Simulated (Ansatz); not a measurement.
# C3H3FO: basis-set convergence

Aim: see how fast density functionals converge with the basis set for C3H3FO.

The runs use Ansatz 0.2.0, Gaussian basis; one geometry, several basis sets.

Levels to be run: PBE0-D4/def2-SVP; ωB97M-V/def2-SVP; PBE0-D4/def2-QZVPP; ωB97M-V/def2-QZVPP; the functionals' def2-TZVPP values are taken from earlier runs.

## Step 1: The relaxed structure

An earlier PBE0-D4 in a triple-zeta def2 set relaxation fixed the geometry.

SMILES `OC1=C(F)C1`, 8 atoms, charge 0, spin multiplicity 1.

Atoms are counted from 1 here; the program's logs count them from 0.

Bond lengths: O1–C2 1.328 Å, O1–H6 0.964 Å, C2–C3 1.282 Å, C2–C5 1.509 Å, C3–F4 1.315 Å, C3–C5 1.484 Å, C5–H7 1.095 Å, C5–H8 1.095 Å. Angles: C2–O1–H6 109.2°, O1–C2–C3 156.9°, O1–C2–C5 139.4°, C3–C2–C5 63.6°, C2–C3–F4 150.8°, C2–C3–C5 65.6°, F4–C3–C5 143.5°, C2–C5–C3 50.7°, C2–C5–H7 119.3°, C2–C5–H8 119.3°, C3–C5–H7 120.3°, C3–C5–H8 120.3°, H7–C5–H8 113.3°.

## Step 2: PBE0-D4 in def2-SVP

Contents of in.yaml:

```yaml
crystal:
  periodic: [false, false, false]
  atoms:
    - {symbol: O, position_ang: [-0.445694, 0.724130, 1.622820]}
    - {symbol: C, position_ang: [-0.148274, 0.281579, 0.406471]}
    - {symbol: C, position_ang: [-0.050474, 0.319450, -0.871503]}
    - {symbol: F, position_ang: [-0.214326, 0.942670, -2.017613]}
    - {symbol: C, position_ang: [0.432976, -0.942572, -0.257530]}
    - {symbol: H, position_ang: [-0.818363, 1.610310, 1.555350]}
    - {symbol: H, position_ang: [-0.170142, -1.853844, -0.321790]}
    - {symbol: H, position_ang: [1.506498, -1.138823, -0.172107]}
basis:
  gaussian: {orbitals: def2-SVP}
hamiltonian: {xc: pbe0, dispersion: d4}
output: {orbitals: {seedname: orbitals}}
```

The run is started by

```
> ansatz run in.yaml --threads 2 --pin off --events-out ev --progress --plain --max-ram 4352MiB
```

Further steps of the session: ωB97M-V in def2-SVP; PBE0-D4 in def2-QZVPP; ωB97M-V in def2-QZVPP.

Before running them: what should the planned runs give, taken together? Wanted: PBE0-D4: double and triple zeta above quadruple; ωB97M-V: double and triple zeta above quadruple.

As calculated:

| quantity | value |
| --- | --- |
| PBE0-D4: double and triple zeta above quadruple | 9.62, 0.42 eV |
| ωB97M-V: double and triple zeta above quadruple | 9.86, 0.40 eV |

PBE0-D4 gains 9.20 eV from double to triple zeta, then 0.42 eV more. These are total energies; as a rule much of such shifts cancels in differences, which this series doesn't test. The LUMO of ωB97M-V is positive and keeps falling with the basis (2.86 to 1.25 eV): an unbound level that the basis holds in place.
